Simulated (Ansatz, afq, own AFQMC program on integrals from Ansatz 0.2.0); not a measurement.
**BSiH$_{3}$, triplet: AFQMC among the cluster methods**

```
atom   x (Å)    y (Å)    z (Å)
  Si  0.0000  -0.1487   1.2839
   B  0.0000   0.2323  -2.8937
   H  0.0000   1.0323   2.2058
   H  0.0000   1.3439  -3.3391
   H  0.0000  -0.7248  -3.6043
```

Connectivity, by distances: SiH ··· BH2.

Basis cc-pVDZ. Only valence electrons are correlated. AFQMC by an in-house program on the Cholesky factors that Ansatz 0.2.0 writes for its CCSD(T) run. The CISD trial takes its coefficients from CCSD amplitudes. Released means that phaseless walkers are propagated on without the constraint, phases kept. ± is one standard error of the sampling.

Determinant: UHF, the one that the program's search chose, which needn't be the lowest solution. The geometry is a point of a scan.

No full CI on the walks' own integrals is used here; CCSDT(Q) serves as the reference and is uncertain by about the last step of the cluster series.

Cautions: lower spins were not checked; unrestricted determinant slightly spin contaminated (⟨S²⟩ 2.06 against 2.00).

```
T1 diagnostic                               : 0.0276
weight of the determinant in the CISD state : 0.872
⟨S²⟩ of the determinant                     : 2.061
size of the correlated space                : 10 electrons in 41 orbitals
```

```tsv
level	correlation energy (eV)
MP2	-3.5612
CCSD	-4.7803
CCSD(T)	-4.8604
```

(1) Estimate where phaseless AFQMC with a CISD trial lies against CCSD(T) on the same integrals.

(1) 0.00 ± 0.15 kcal/mol below CCSD(T). The gap is under twice the noise, so this walk alone can't tell the two apart.

Reference: CCSDT(Q), correlation energy -4.889 eV. The released energy is read at 2.40 1/Eh (meV from the phaseless value at times in 1/Eh: -2 ± 9 at 0.24, -6 ± 8 at 0.51, -14 ± 7 at 0.99, -35 ± 11 at 1.62, -31 ± 10 at 2.40).

```csv
level,E − E(reference) (kcal/mol),share of correlation (%)
CCSD(T),0.65,99.42
CCSDT,0.05,99.96
ph-AFQMC/CISD,0.65 ± 0.15,99.42
released AFQMC,-0.07 ± 0.24,100.06
```

A walk keeps the symmetry of its determinant, which the program's search chose and which needn't be the lowest solution, so a lower state of the same spin and another symmetry isn't excluded. Released energies are given only where the last usable release times agree within the noise; a slower fall can still hide under it.
